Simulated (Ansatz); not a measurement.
`C[SiH]` + CH₃OH → `CO[SiH]` + CH₄ at 500 K and 1 bar (ligand exchange at the Si–C bond).

Calculated with Ansatz (gas phase, PBE0-D4/def2-TZVP geometries, no zero-point term in ΔE). CCSD(T)/CBS is the MP2 limit (def2-TZVPP, def2-QZVPP) plus CCSD(T) − MP2 in def2-TZVPP, frozen cores. This one scheme is used for every species.

```
  species  CCSD(T)/CBS energy (Eh)  H − E (kJ/mol)  S (J/(mol·K))
 `C[SiH]`               -329.46712           135.7          295.1
    CH₃OH               -115.61712           157.0          265.4
`CO[SiH]`               -404.67988           158.5          317.8
      CH₄                -40.46206           135.6          206.8
```

H − E and S are ideal-gas, rigid-rotor, harmonic terms from PBE0-D4/def2-TZVP. 1 Eh = 2625.50 kJ/mol, R = 8.31446 J/(mol·K).

Problem. By hand: ΔE, ΔH, ΔS and ΔG.

Solution. ΔE = (-404.67988) + (-40.46206) − (-329.46712) − (-115.61712) = -0.05770 Eh = -151.5 kJ/mol. Δ(H − E) = 158.5 + 135.6 − 135.7 − 157.0 = 1.4, so ΔH = -150.1 kJ/mol. ΔS = 317.8 + 206.8 − 295.1 − 265.4 = -35.9 J/(mol·K). ΔG = -150.1 − 500 × (-35.9)/1000 = -132.2 kJ/mol.

Problem. By hand: the equilibrium constant, and the temperature at which ΔG would vanish if ΔH and ΔS stayed fixed.

Solution. log₁₀ K = −ΔG/(RT ln 10) = 13.8. ΔG = 0 at ΔH/ΔS = 4181 K, far beyond where these terms or the molecules hold.

ΔH outweighs TΔS. A doubt of 5 kJ/mol in ΔE shifts log₁₀ K by 0.5 here. These are equilibria of isolated gas molecules and say nothing of rates. Largest T1 diagnostic: 0.015 (customary marks: 0.02 for closed shells, 0.045 for open ones).
